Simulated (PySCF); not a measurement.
CH₃, SMILES [CH3] (connectivity only; charge and spin as stated), charge +1, multiplicity 1.

Coordinates come from a B3LYP-D3(BJ)/def2-TZVPD optimisation. The spin state was assumed, not searched. The isomer is the one that the SMILES or the coordinates give; other isomers of the formula were not compared.

Two levels are set side by side: TDDFT-PBE/def2-TZVPD (PySCF) and ADC(3)/aug-cc-pVDZ (PySCF). Vertical, same geometry; the bases differ. Differences are taken from unrounded values.

| quantity | TDDFT-PBE |
|---|---|
| lowest singlet excitation (eV) | 5.81 |

**Question.** These are the TDDFT-PBE values. What does ADC(3) give? (The exact figures need the calculation; the answer reports its results.)

**Answer.** 
| quantity | ADC(3) | TDDFT-PBE minus ADC(3) |
|---|---|---|
| lowest singlet excitation (eV) | 6.02 | -0.22 |

A lower first singlet is the usual sign of a functional without exact exchange. Differences between two approximate levels are no errors against the true value.

Rough cost on one machine, each run with all the roots and properties that it gave: ADC(3) against TDDFT-PBE about 5 times.
